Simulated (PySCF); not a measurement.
## Solvent effects on NMR parameters

Molfile (atoms numbered from 1):
```
CClF
     RDKit          3D

  3  2  0  0  0  0  0  0  0  0999 V2000
   -1.1329   -0.3254    0.0137 F   0  0  0  0  0  0  0  0  0  0  0  0
   -0.1952    0.5511   -0.0562 C   0  0  0  0  0  2  0  0  0  0  0  0
    1.3117   -0.3229    0.0225 Cl  0  0  0  0  0  0  0  0  0  0  0  0
  1  2  1  0
  2  3  1  0
M  RAD  1   2   3
M  END
```

GIAO PBE0/pcSseg-1 in PySCF 2.14 on one PBE0-D3(BJ)/def2-SVP conformer, non-relativistic, equivalent nuclei averaged. Solvents enter as an IEF-PCM continuum (tetrahydrofuran with ε = 7.4, water with ε = 78.4) around the gas-phase geometry. Shifts are referred to CFCl3, TMS computed in the same medium.

Gas phase, δ in ppm: F1 431.8, C2 468.1. Dipole moment 0.77 D.

(1) How does each δ change in the continuum?

(2) Which nuclei move most (in ppm), and what does the model miss?

Results:

(1) 
| atoms | environment | Δδ, tetrahydrofuran | Δδ, water |
| --- | --- | --- | --- |
| F1 | fluorine bonded to C | -3.6 | -4.6 |
| C2 | carbon bonded to Cl, F | -7.9 | -9.9 |

Changes are relative to the gas phase. The dipole moment becomes 0.88 D in tetrahydrofuran, 0.91 D in water.

(2) C2 (carbon bonded to Cl, F, -9.9 ppm) in water. A continuum only polarises the solute; specific hydrogen bonds, the anisotropy of aromatic solvents and changes of geometry or conformer are outside it.
